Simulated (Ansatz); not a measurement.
Basis sets compared for AlH2(SMe) (CH5AlS). Charge 0, multiplicity 1. Geometry r2SCAN-D4/def2-TZVP. Ansatz on 4 threads of Arm Neoverse V2 on a shared host; times are rough, and most runs start from earlier orbitals.

Cartesian coordinates in Å:
```
Al -0.0463 -0.5110 -1.6694
H -0.5210 -1.8694 -1.0073
H 0.1323 -0.2747 -3.2204
S 0.3861 1.1597 -0.3547
C 0.0586 0.4680 1.3111
H -0.2854 -0.5638 1.2554
H -0.7030 1.0785 1.7938
H 0.9787 0.5127 1.8916
```

Binding counts from free atoms (Al doublet, H doublet, S triplet, C triplet) in the same basis, without a counterpoise term.

| level | functions | energy (Eh) | HOMO (eV) | LUMO (eV) | binding per atom (eV) | wall time |
| --- | --- | --- | --- | --- | --- | --- |
| HF/STO-3G | 28 | -672.5250 | -6.26 | 8.64 | 3.42 | 0.1 s |
| HF/def2-TZVP | 135 | -680.2876 | -9.83 | 1.39 | 2.45 | 0.4 s |
| PBE-D4/def2-SVP | 75 | -681.1493 | -6.03 | -1.93 | 3.27 | 0.45 s |
| PBE-D4/def2-TZVP | 135 | -681.4220 | -6.09 | -2.01 | 3.27 | 0.8 s |
| r2SCAN-D4/def2-TZVP | 135 | -681.7086 | -6.33 | -1.69 | 3.27 | 1.6 s |
| PBE0-D4/def2-SVP | 75 | -681.2193 | -7.18 | -1.21 | 3.25 | 0.6 s |
| PBE0-D4/def2-TZVP | 135 | -681.4876 | -7.22 | -1.27 | 3.25 | 0.95 s |

Task: Estimate the rows for PBE-D4/def2-TZVPD, r2SCAN-D4/def2-TZVPD, PBE0-D4/def2-TZVPD.

Result: 
| level | functions | energy (Eh) | HOMO (eV) | LUMO (eV) | binding per atom (eV) | wall time |
| --- | --- | --- | --- | --- | --- | --- |
| PBE-D4/def2-TZVPD | 171 | -681.4229 | -6.12 | -2.05 | 3.27 | 1.2 s |
| r2SCAN-D4/def2-TZVPD | 171 | -681.7094 | -6.35 | -1.71 | 3.27 | 2.4 s |
| PBE0-D4/def2-TZVPD | 171 | -681.4883 | -7.24 | -1.31 | 3.25 | 1.6 s |
